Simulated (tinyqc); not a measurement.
The integration grid: Kohn-Sham M06L on finer and finer grids in the sto-6g basis, for LiH, spin multiplicity 3. Computed by the program tinyqc with PySCF. 

Geometry (angstrom):
```
atom       x       y       z
Li    0.0000  0.0000  0.0000
H     0.0000  0.0000  1.4540
```

Self-consistent on each grid; the net force on the molecule should vanish.

Kohn-Sham energy on Becke grids (radial x angular points per atom):
```
grid       points  residual of the electron count  E (hartree)  E - finest (mhartree)  largest net force without grid terms (hartree/bohr)
10 x 14       273                       -6.04e-02     -7.89651                0.69978                                             5.01e-02
15 x 26       770                       -5.54e-04     -7.89221                5.00500                                             1.04e-02
20 x 50      1986                        1.87e-04     -7.89638                0.83655                                             3.95e-03
30 x 86      5139                       -6.36e-05     -7.89753               -0.31779                                             1.72e-03
50 x 194    19357                        5.16e-06     -7.89723               -0.01518                                             1.80e-04
75 x 302    45224                       -7.84e-07     -7.89721               -0.00265                                             3.24e-05
120 x 590  141359                       -4.24e-09     -7.89721                0.00000                                             4.13e-05
```

The energy is within 0.1 mhartree of the finest grid first at 50 x 194. The error has both signs, since quadrature is not variational. The electron count and the net force are cheap signs of a poor grid.
